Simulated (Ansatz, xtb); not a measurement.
# Ranking isomers of C2H2F2

3 gas-phase structures of C2H2F2, from a drawn sample of its isomers (lower ones may exist). Each was relaxed with GFN2-xTB:

A. `F/C=C/F`, a singlet
B. `C=C(F)F`, a singlet
C. `F/C=C\F`, a singlet

Problem. Make a reasoned guess at their ranking by r2SCAN-D4/def2-SVP//GFN2-xTB single-point energy.

Solution. Calculated order at r2SCAN-D4/def2-SVP//GFN2-xTB: B (0.000), C (0.543), A (0.552) eV. Less than 1 kcal/mol parts C and A, so the order within that pair means little.

Energies above the lowest of each column, in eV; the last columns are at r2SCAN-D4/def2-SVP geometries:

```json
{"structure": "B", "GFN2-xTB": "0.000", "HF/STO-3G": "0.000", "r2SCAN-D4/def2-SVP//GFN2-xTB": "0.000", "r2SCAN-D4/def2-SVP": "0.000", "CCSD(T)/def2-TZVP": "0.000"}
{"structure": "C", "GFN2-xTB": "0.334", "HF/STO-3G": "0.418", "r2SCAN-D4/def2-SVP//GFN2-xTB": "0.543", "r2SCAN-D4/def2-SVP": "0.546", "CCSD(T)/def2-TZVP": "0.444"}
{"structure": "A", "GFN2-xTB": "0.216", "HF/STO-3G": "0.425", "r2SCAN-D4/def2-SVP//GFN2-xTB": "0.552", "r2SCAN-D4/def2-SVP": "0.556", "CCSD(T)/def2-TZVP": "0.473"}
```

Every level run on B puts it lowest or level with the lowest.

Programs: Ansatz 0.2.0, xtb 6.7.1.
